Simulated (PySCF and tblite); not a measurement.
Results of a calculation; reference values are marked as such.
Molecule: C₄H₇N, numbered as in [CH3:1][N:2]1[CH:3]=[CH:4][CH2:5]1; H named by carrier, a and b as here (out-of-plane angle -12°, Å):

```
C1      -0.007    0.411    0.831
N2       1.393    0.217    0.987
C3       2.518    0.743    0.383
C4       3.352   -0.230    0.794
C5       2.179   -0.921    1.459
H1a     -0.451   -0.236    0.059
H1b     -0.515    0.210    1.777
H1c     -0.188    1.449    0.552
H3       2.575    1.652   -0.187
H4       4.401   -0.419    0.777
H5a      2.213   -1.003    2.546
H5b      1.882   -1.874    1.020
```

The mean out-of-plane torsion at N2 (0° is planar) is held and the rest relaxed at GFN2-xTB. Energies: BP86/pcSseg-1 + D3(BJ). Couplings: B3LYP/6-31G* with H pcJ-1 N pcJ-1, gas phase, for ¹H, ¹⁵N. Programs: tblite and PySCF.

One held structure gave ³J(N2,H4) = -8.7, ²J(N2,H3) = -3.3, ²J(N2,H5b) = 1.3, ²J(N2,H5a) = 1.3, ⁴J(H3,H5b) = -2.0, ⁴J(H3,H5a) = -2.0, ²J(H5a,H5b) = -13.4, ³J(H4,H5a) = 0.7 Hz.

(1) At which out-of-plane angle was it held?
A. -12°
B. 12°
C. 0°
D. 24°
E. 41°
F. -33°
G. -24°
H. 33°
I. -41°

Answers

(1) C. It lies 5.26 kcal/mol above the lowest point.
